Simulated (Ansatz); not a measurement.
Mulliken charges of C$_{2}$H$_{5}$NOS, SMILES `N=C(S)CO` from ωB97M-V/def2-TZVPP in Ansatz (PBE0-D4/def2-TZVP geometry).

| atom | x (Å) | y (Å) | z (Å) | charge (e) |
| --- | --- | --- | --- | --- |
| N1 | 0.377 | -1.843 | -0.222 | -0.239 |
| C2 | 0.294 | -0.654 | 0.195 | -0.008 |
| S3 | 1.340 | 0.055 | 1.432 | -0.117 |
| C4 | -0.809 | 0.231 | -0.342 | 0.030 |
| O5 | -0.459 | 1.586 | -0.489 | -0.333 |
| H6 | 1.115 | -2.375 | 0.237 | 0.117 |
| H7 | 0.845 | 1.300 | 1.311 | 0.132 |
| H8 | -1.152 | -0.220 | -1.278 | 0.116 |
| H9 | -1.638 | 0.207 | 0.371 | 0.117 |
| H10 | 0.170 | 1.662 | -1.212 | 0.186 |

Task: By hand: the dipole of these point charges (1 e Å = 4.8032 D).

Result: Σ q r = (-0.172, 0.120, -0.093) e Å, of length 0.229 e Å = 1.10 D.

Task: How does the dipole of the full density compare? (Best estimate.)

Result: Computed: (0.101, 0.201, -0.064) e Å, 1.12 D; the point charges give 0.98 times that, at 76° from its direction.

Point charges leave out the atoms' own dipoles, such as those of lone pairs, and Mulliken's split depends on the basis, so the two needn't agree.
